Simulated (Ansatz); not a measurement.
CH3ClMg, SMILES `[CH3][Mg][Cl]`. Charge 0, multiplicity 1.

| atom | x (Å) | y (Å) | z (Å) |
| --- | --- | --- | --- |
| C1 | 0.530 | -0.666 | 0.075 |
| Mg2 | -0.752 | 0.945 | -0.106 |
| Cl3 | -2.112 | 2.654 | -0.299 |
| H4 | 0.625 | -1.209 | -0.869 |
| H5 | 0.176 | -1.376 | 0.828 |
| H6 | 1.533 | -0.347 | 0.372 |

List the harmonic frequencies (cm⁻¹, unscaled) at PBE0-D4/def2-TZVP in Ansatz. (Best estimate.)

Ansatz gave: 107, 107, 374, 581, 581, 632, 1151, 1441, 1441, 3037, 3122, 3122.

Is this a minimum?

Yes, all 12 modes are real.

Give the ideal-gas thermochemistry at 298.15 K and 1 bar (rigid rotor, harmonic oscillator; point group C3v, symmetry number 3).

Zero-point energy 93.9 kJ/mol; H(298) − E = 109.8 kJ/mol; entropy 289.7 J/(mol·K), of which translation 162.7, rotation 88.8, vibration 38.3; G(298) − E = 23.4 kJ/mol.
